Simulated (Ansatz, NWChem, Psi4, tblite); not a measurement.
# SO2 (sulfur dioxide): methods side by side

SO2 has 3 atoms, charge 0, and is taken as a singlet. As SMILES, `O=S=O`. The coordinates come from a PBE0-D4/def2-TZVP relaxation. The run starts from this shape.

```xyz
3

O    -0.9744    0.6459   -0.4595
S     0.2695    0.3574    0.1868
O     0.7049   -1.0033    0.2727
```

Each level gives the adiabatic ionisation energy (to the doublet cation, no zero-point term) (eV). The values are calculated.

| level | kind | program | value (eV) | CPU time (all runs) |
| --- | --- | --- | --- | --- |
| GFN1-xTB | semi-empirical | tblite | 20.03 | under 2 s |
| HF/STO-3G | Hartree–Fock | Ansatz | 2.93 | 5.8 s |
| HF/3-21G | Hartree–Fock | Ansatz | 8.27 | 5.3 s |
| HF/6-31G* (Cartesian functions) | Hartree–Fock | Ansatz | 10.75 | 13 s |
| BP86-D3(BJ)/def2-SVP | GGA | NWChem | 12.22 | 60 s |
| PBE/def2-SVP | GGA | Ansatz | 11.75 | 14 s |
| BLYP/cc-pVTZ | GGA | Ansatz | 11.73 | 27 s |
| B3LYP/def2-SVP | global hybrid | Ansatz | 12.11 | 14 s |
| B3LYP/6-31G* (Cartesian functions) | global hybrid | Ansatz | 12.07 | 17 s |
| PBE0/def2-SVPD (density fitting) | global hybrid | Psi4 | 12.35 | 41 s |

The values span 2.93 to 20.03 eV. The xTB values lack the empirical shift that such differences need. Spin contamination of the reference (⟨S²⟩ at least 0.1 too high) touches HF/STO-3G, HF/3-21G, HF/6-31G*. Without the sets that lack polarisation functions the rows with a basis span only 10.75 to 12.35 eV. Times are those of the runs behind each value, whatever else they computed, on shared processors of several kinds: orders of magnitude only.
